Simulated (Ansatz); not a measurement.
A run of Ansatz (development build ahead of 0.2.0) on singlet CH4S at this shape:

```xyz
6

C    -0.0258   -0.0088   -1.1099
S     0.0283   -0.0187    0.6579
H    -0.0118   -1.1245   -1.4832
H    -0.9293    0.4768   -1.5148
H     0.8967    0.4321   -1.5932
H    -0.0475    1.2636    0.8444
```

Its results:

```
Converged                       : yes
Total energy                    : -437.74774 hartree
Spin squared of the determinant : 0.000
```

Task: Which input gives this output? Name the method, the orbitals and the basis set, and write the input.

Result: RHF in cc-pVTZ. An unrestricted run that stays on the closed shell gives the same numbers.

```yaml
crystal:
  periodic: [false, false, false]
  atoms:
    - { symbol: C, position_ang: [-0.02578, -0.00877, -1.10991] }
    - { symbol: S, position_ang: [0.0283, -0.01875, 0.65787] }
    - { symbol: H, position_ang: [-0.01182, -1.12448, -1.48322] }
    - { symbol: H, position_ang: [-0.92929, 0.47681, -1.5148] }
    - { symbol: H, position_ang: [0.8967, 0.43206, -1.59316] }
    - { symbol: H, position_ang: [-0.04753, 1.26364, 0.8444] }
basis:
  gaussian: { orbitals: cc-pVTZ }
hamiltonian:
  xc: hf
```
